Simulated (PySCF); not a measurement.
Compound: CH2O3 (charge +1 and doublet state).
Cartesian coordinates in Å at the PBE0-D3(BJ)/def2-SVP level; atoms count from 1:
```
atom  x, y, z in Å
O1     0.0843    1.3072    0.1847
C2     0.0072    0.0469   -0.0007
O3     1.0522   -0.6724   -0.0697
O4    -1.1162   -0.5330   -0.1223
H5     1.9109   -0.2121    0.0255
H6    -1.9130    0.0327   -0.0628
```

The hyperfine couplings belong to this conformer and change with its torsions.

The species is `[O+]=C(O)O` [radical] (charge +1).

The calculation used PySCF, UKS B3LYP, IGLO-III on C O, pcH-1 on H, non-relativistic, mean-field spin-orbit, GIAO. Geometry: PBE0-D3(BJ)/def2-SVP, one conformer, isolated ion. No stability test was run, so a lower SCF solution isn't excluded. No frequencies were computed at this geometry's level, so the symmetric structure isn't shown to be a minimum.

**Question.** Give the principal g shifts and their parts.

**Answer.** 
```tsv
Δg (ppt)	1	2	3
relativistic mass correction	-0.33	-0.33	-0.33
gauge correction	0.01	0.06	0.05
orbital Zeeman/spin–orbit	1.90	4.65	19.77
total	1.58	4.38	19.50
```

So g = 2.00389, 2.00670, 2.02182 and g_iso = 2.01080; the tensor is rhombic: the two nearest values differ by 16 % of g3 − g1. Axes: g2 is normal to the molecular plane and g3 points within 1° of the O1–C2 bond.

**Question.** What effective moment and Curie constant follow for a powder?

**Answer.** With the mean of g² = 4.0434 and S(S+1) = 0.75: μ_eff = √(⟨g²⟩S(S+1)) = 1.741 μB and χT = 0.12505·⟨g²⟩·S(S+1) = 0.379 cm³ K/mol (cgs; spin-Hamiltonian part alone).

**Question.** What are the electron Larmor frequencies g μB B/h along the three axes at 350 mT?

**Answer.** 9.8164, 9.8302, 9.9042 GHz for g1, g2 and g3, a range of 87.8 MHz.

**Question.** Average each term over the three axes. Which is largest in size?

**Answer.** The orbital-Zeeman/spin–orbit term 8.77, the mass correction -0.33 and the gauge correction 0.04 ppt, for a total of 8.48 ppt. The orbital-Zeeman/spin–orbit term is the largest in size. The mass correction is the same along every axis, so the anisotropy comes from the other two: their spans along these axes are 0.05 (gauge) and 17.87 ppt (orbital Zeeman/spin–orbit).

**Question.** In a frozen sample, at which fields do the three g values resonate at 9.5, 34, 94 and 263 GHz (hyperfine left aside), and which band first spreads them over more than twice a line width of 0.3 mT?

**Answer.** 
```tsv
band	GHz	B(g3) mT	B(g2) mT	B(g1) mT	spread mT
X	9.5	335.71	338.24	338.72	3.00
Q	34.0	1201.51	1210.56	1212.25	10.75
W	94.0	3321.81	3346.83	3351.52	29.71
J	263.0	9294.00	9364.01	9377.12	83.12
```

The spread grows in proportion to the frequency. X band is the first where it exceeds 0.6 mT.

Largest spin populations (Mulliken): O1 (+0.94), C2 (-0.08), O3 (+0.07) and O4 (+0.07). No atom but O1 exceeds +0.15.

The HOMO–LUMO gaps are 10.21 eV among the α and 3.88 eV among the β orbitals.
